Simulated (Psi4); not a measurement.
# BH3 (borane) at 6 levels

We compute a comparison of 6 runs (HF/3-21G, B3LYP/6-31G*, PBE0/def2-SVP, DSD-BLYP/3ZaPa-NR, CCSD(T)/6-311++G**) of BH3 (borane). 

Program for the calculation: Psi4 1.11.

6 further runs of the same task are left out: 2 that didn't finish, 4 set aside as unsound or not needed.

## 1. The structure to begin with

The species is BH3 (4 atoms), meant as a singlet with charge 0. As SMILES, `B`. Geometry: relaxed at PBE0-D4/def2-TZVP.

Bond lengths: B1–H2 1.193 Å, B1–H3 1.193 Å, B1–H4 1.193 Å. Angles: H2–B1–H3 120.0°, H2–B1–H4 120.0°, H3–B1–H4 120.0°.

## 2. The energy at HF/3-21G (run 1)

bh3.xyz

```xyz
4
BH3
B      0.013900    -0.015100    -0.005100
H      0.982200     0.381700     0.568800
H     -0.276200    -1.171800     0.043000
H     -0.664400     0.744900    -0.626900
```

run_ase.py

```python
import numpy as np
from ase.calculators.psi4 import Psi4
from ase.io import read

a = read('bh3.xyz')
calc = Psi4(atoms=a, method='scf', basis='3-21G', memory='1600MB', num_threads=1, charge=0, multiplicity=1, label='calc')
calc.psi4.set_options({'puream': True, 'e_convergence': 1e-09, 'd_convergence': 1e-08, 'scf_type': 'pk'})
a.calc = calc

print(f'energy: {a.get_potential_energy():.6f} eV')
```

Started as:

```console
$ python run_ase.py
```

calc.dat:

```text
[...]
  Running in c1 symmetry.
[...]
  Nuclear repulsion =    7.418838234776623
[...]
  Multiplicity = 1
[...]
  Nalpha       = 4
  Nbeta        = 4
[...]
    Number of basis functions: 15
[...]
   @RHF iter   1:   -26.23562977133022   -7.17178e-01   2.75087e-03 ADIIS/DIIS
[...]
   @RHF iter   7:   -26.23725274031532   -2.63967e-12   2.48184e-09 DIIS
[...]
    Orbital Energies [Eh]
    ---------------------
    Doubly Occupied:
       1A     -7.576500     2A     -0.705486     3A     -0.498636
       4A     -0.498626
[...]
  @RHF Final Energy:   -26.23725274031532
   => Energetics <=
    Nuclear Repulsion Energy =              7.4188382347766231
    One-Electron Energy =                 -48.7536867034437051
    Two-Electron Energy =                  15.0975957283517630
    Total Energy =                        -26.2372527403153200
[...]
 Multipole Moments:
 ------------------------------------------------------------------------------------
     Multipole            Electronic (a.u.)      Nuclear  (a.u.)        Total (a.u.)
 ------------------------------------------------------------------------------------
 L = 1.  Multiply by 2.5417464519 to convert [e a0] to [Debye]
 Dipole X            :          0.0001158           -0.0000804            0.0000354
 Dipole Y            :         -0.0001000            0.0000804           -0.0000196
 Dipole Z            :         -0.0002406            0.0001608           -0.0000798
 Magnitude           :                                                    0.0000894
[...]
```

Standard output:

```text
energy: -713.952013 eV
```

It took 1.7 s on 1 thread of AMD EPYC 7B13 (Zen 3), shared host; peak memory 0.19 GiB.

## 3. Energy and gradient at B3LYP/6-31G(d) (spherical functions) (run 2)

input.inp

```
memory 1600 mb

molecule mol {
  B      0.013900    -0.015100    -0.005100
  H      0.982200     0.381700     0.568800
  H     -0.276200    -1.171800     0.043000
  H     -0.664400     0.744900    -0.626900
  symmetry c1
}

set {
  reference rks
  puream true
  e_convergence 1e-09
  d_convergence 1e-08
  scf_type pk
  dft_radial_points 99
  dft_spherical_points 590
}

energy_value, wavefunction = gradient('b3lyp/6-31G*', return_wfn=True)
oeprop(wavefunction, 'LOWDIN_CHARGES', 'QUADRUPOLE', 'MULLIKEN_CHARGES')
```

Started as:

```console
$ psi4 -n 1 input.inp input.out
```

input.out:

```text
[...]
  Running in c1 symmetry.
[...]
  Nuclear repulsion =    7.418838234776623
[...]
  Multiplicity = 1
[...]
  Nalpha       = 4
  Nbeta        = 4
[...]
    Number of basis functions: 20
[...]
   @RKS iter   1:   -26.58381469202289   -4.69997e-01   9.16836e-03 ADIIS/DIIS
[...]
   @RKS iter   7:   -26.61240799881634   -5.68434e-14   1.64999e-09 DIIS
[...]
    Orbital Energies [Eh]
    ---------------------
    Doubly Occupied:
       1A     -6.762382     2A     -0.512828     3A     -0.351567
       4A     -0.351557
[...]
  @RKS Final Energy:   -26.61240799881634
   => Energetics <=
    Nuclear Repulsion Energy =              7.4188382347766231
    One-Electron Energy =                 -49.0977239937248413
    Two-Electron Energy =                  19.2338694106851733
    DFT Exchange-Correlation Energy =      -4.1673916505532933
    Empirical Dispersion Energy =           0.0000000000000000
    VV10 Nonlocal Energy =                  0.0000000000000000
    Total Energy =                        -26.6124079988163373
[...]
  -Total Gradient:
     Atom            X                  Y                   Z
    ------   -----------------  -----------------  -----------------
       1       -0.000000184585     0.000003059846    -0.000022740402
       2       -0.000177752419    -0.000064778165    -0.000099720062
       3        0.000046774022     0.000204992953    -0.000004335763
       4        0.000131190065    -0.000143377731     0.000126836488
[...]
 Multipole Moments:
 ------------------------------------------------------------------------------------
     Multipole            Electronic (a.u.)      Nuclear  (a.u.)        Total (a.u.)
 ------------------------------------------------------------------------------------
 L = 1.  Multiply by 2.5417464519 to convert [e a0] to [Debye]
 Dipole X            :          0.0001076           -0.0000804            0.0000272
 Dipole Y            :         -0.0000936            0.0000804           -0.0000132
 Dipole Z            :         -0.0002270            0.0001608           -0.0000662
 Magnitude           :                                                    0.0000728
 L = 2.  Multiply by 1.3450342976 to convert [e a0^2] to [Debye ang]
 Quadrupole XX       :        -11.5444392            5.2917959           -6.2526432
 Quadrupole XY       :         -0.8757735            0.7294690           -0.1463046
[...]
  Mulliken Charges: (a.u.)
   Center  Symbol    Alpha    Beta     Spin     Total
       1     B     2.50075  2.50075  0.00000 -0.00149
       2     H     0.49975  0.49975  0.00000  0.00049
       3     H     0.49975  0.49975  0.00000  0.00050
       4     H     0.49975  0.49975  0.00000  0.00050
   Total alpha =  4.00000, Total beta =  4.00000, Total charge =  0.00000
  Lowdin Charges: (a.u.)
   Center  Symbol    Alpha    Beta     Spin     Total
       1     B     2.55411  2.55411  0.00000 -0.10822
       2     H     0.48196  0.48196  0.00000  0.03607
[...]
```

Run time: 4.2 s. Hardware: 1 thread of AMD EPYC 7B13 (Zen 3), shared host; peak memory 0.35 GiB.

Run 3 isn't shown in full; the table further down has it.

## 4. A single-point energy at DSD-BLYP/3ZaPa-NR (DKH3, density fitting, density fitting for correlation) (run 4)

bh3.inp

```
memory 1600 MB

molecule geom {
  0 1
  B
  H 1 1.193489
  H 1 1.193493 2 120.00312
  H 1 1.193451 2 119.99514 3 179.98694
  symmetry c1
}

set globals {
  basis 3ZaPa-NR
  reference rks
  scf_type mem_df
  freeze_core true
  relativistic dkh
  dkh_order 3
}

result = energy("dsd-blyp")
```

Started as:

```console
$ psi4 -i bh3.inp -o bh3.out -n 1
```

bh3.out:

```text
[...]
  Running in c1 symmetry.
[...]
  Nuclear repulsion =    7.418840106720390
[...]
  Multiplicity = 1
[...]
  Nalpha       = 4
  Nbeta        = 4
[...]
    Number of basis functions: 93
[...]
   @DF-RKS iter   1:   -26.50098514919748   -6.87770e-01   1.43598e-03 DIIS/ADIIS
[...]
   @DF-RKS iter   5:   -26.51315324220843   -5.29655e-07   5.86750e-07 DIIS
[...]
    Orbital Energies [Eh]
    ---------------------
    Doubly Occupied:
       1A     -7.357288     2A     -0.650364     3A     -0.458023
       4A     -0.458013
[...]
  @DF-RKS Final Energy:   -26.51315324220843
   => Energetics <=
    Nuclear Repulsion Energy =              7.4188401067203902
    One-Electron Energy =                 -49.0541637363549441
    Two-Electron Energy =                  16.4607514332304348
    DFT Exchange-Correlation Energy =      -1.3385810458043119
    Empirical Dispersion Energy =           0.0000000000000000
    VV10 Nonlocal Energy =                  0.0000000000000000
    Total Energy =                        -26.5131532422084319
[...]
 Multipole Moments:
 ------------------------------------------------------------------------------------
     Multipole            Electronic (a.u.)      Nuclear  (a.u.)        Total (a.u.)
 ------------------------------------------------------------------------------------
 L = 1.  Multiply by 2.5417464519 to convert [e a0] to [Debye]
 Dipole X            :         -0.0002598            0.0001894           -0.0000704
 Dipole Y            :          0.0000337           -0.0000376           -0.0000039
 Dipole Z            :         -0.0000546            0.0000389           -0.0000157
 Magnitude           :                                                    0.0000722
[...]
```

It took 4.2 s on 1 thread of AMD EPYC 7B13 (Zen 3), shared host; peak memory 0.48 GiB.

Run 5 isn't shown in full; the table further down has it.

## 5. The energy at CCSD(T)/6-311++G(d,p) (sfX2C, Cholesky decomposition, Cholesky for correlation) (run 6)

bh3_ase.py

```python
import numpy as np
from ase.calculators.psi4 import Psi4
from ase import Atoms

a = Atoms(['B', 'H', 'H', 'H'], positions=[
    [0.013900, -0.015100, -0.005100],
    [0.982200, 0.381700, 0.568800],
    [-0.276200, -1.171800, 0.043000],
    [-0.664400, 0.744900, -0.626900],
])
calc = Psi4(atoms=a, method='ccsd(t)', basis='6-311++G**', memory='1600MB', num_threads=1, charge=0, multiplicity=1, label='psi4-calc', reference='rhf')
calc.psi4.set_options({'scf_type': 'cd', 'freeze_core': True, 'cc_type': 'cd', 'relativistic': 'x2c'})
a.calc = calc

print(f'energy: {a.get_potential_energy():.6f} eV')
```

Started as:

```console
$ python bh3_ase.py
```

psi4-calc.dat:

```text
[...]
  Running in c1 symmetry.
[...]
  Nuclear repulsion =    7.418838234776623
[...]
  Multiplicity = 1
[...]
  Nalpha       = 4
  Nbeta        = 4
[...]
    Number of basis functions: 43
[...]
    WARNING: The X2C and Dirac Hamiltonians have substatially different eigenvalues!
             This is probably caused by the recontraction of the basis set.
[...]
   @RHF iter   1:   -26.39496367168712   -7.45661e-01   2.20131e-03 DIIS/ADIIS
[...]
   @RHF iter   8:   -26.40344763524379   -3.01981e-13   1.48496e-09 DIIS
[...]
    Orbital Energies [Eh]
    ---------------------
    Doubly Occupied:
       1A     -7.615340     2A     -0.704016     3A     -0.497599
       4A     -0.497589
[...]
  @RHF Final Energy:   -26.40344763524379
   => Energetics <=
    Nuclear Repulsion Energy =              7.4188382347766231
    One-Electron Energy =                 -49.0154828944163157
    Two-Electron Energy =                  15.1931970243959071
    Total Energy =                        -26.4034476352437864
[...]
 Multipole Moments:
 ------------------------------------------------------------------------------------
     Multipole            Electronic (a.u.)      Nuclear  (a.u.)        Total (a.u.)
 ------------------------------------------------------------------------------------
 L = 1.  Multiply by 2.5417464519 to convert [e a0] to [Debye]
 Dipole X            :          0.0001215           -0.0000804            0.0000411
 Dipole Y            :         -0.0001068            0.0000804           -0.0000264
 Dipole Z            :         -0.0002129            0.0001608           -0.0000521
 Magnitude           :                                                    0.0000714
[...]
      * MP2 total energy:                   -26.501300661655
[...]
      * CCSD total energy:                  -26.524326986797
[...]
      * CCSD(T) total energy                 -26.526168827258
[...]
```

Standard output:

```text
energy: -721.813820 eV
```

Wall time 6.9 s (1 thread of AMD EPYC 7B13 (Zen 3), shared host); peak memory 0.21 GiB.

## 6. The series

```tsv
run	level	task	integration grid	energy (Eh)	HOMO energy (eV)	LUMO energy (eV)	HOMO–LUMO gap (eV)	wall time
1	HF/3-21G	energy	–	-26.237253	-13.57	2.09	15.66	1.7 s
2	B3LYP/6-31G* (spherical functions)	gradient	99 radial × 590 angular	-26.612408	-9.57	-1.78	7.78	4.2 s
3	PBE0/def2-SVP	gradient	99 radial × 590 angular	-26.534978	-9.88	-1.87	8.00	4.8 s
4	DSD-BLYP/3ZaPa-NR (DKH3, density fitting, density fitting for correlation)	energy	75 radial × 302 angular	-26.572713	-12.46	0.09	12.56	4.2 s
5	DSD-BLYP/3ZaPa-NR (density fitting, density fitting for correlation)	energy	75 radial × 302 angular	-26.566323	-12.46	0.09	12.56	3.9 s
6	CCSD(T)/6-311++G** (sfX2C, Cholesky decomposition, Cholesky for correlation)	energy	–	-26.526169	-13.54	1.02	14.56	6.9 s
```

## 7. What came out

```
                                         quantity         value
                              run 6: total energy  -26.52617 Eh
       run 6: HOMO energy (Hartree–Fock orbitals)     -13.54 eV
       run 6: LUMO energy (Hartree–Fock orbitals)       1.02 eV
     run 6: HOMO–LUMO gap (Hartree–Fock orbitals)      14.56 eV
run 6: correlation energy (1 core orbital frozen)    -122.7 mEh
                            run 6: (T) correction     -1.84 mEh
                             run 6: T1 diagnostic         0.006
```

Over runs 1, 2, 3, 4, 5 the HOMO–LUMO gap runs from 7.78 eV (B3LYP/6-31G*) to 15.66 eV (HF/3-21G). The two ends differ in method and basis. Totals of different functionals can't be ranked against each other. All runs together took 26 s, the longest 6.9 s.
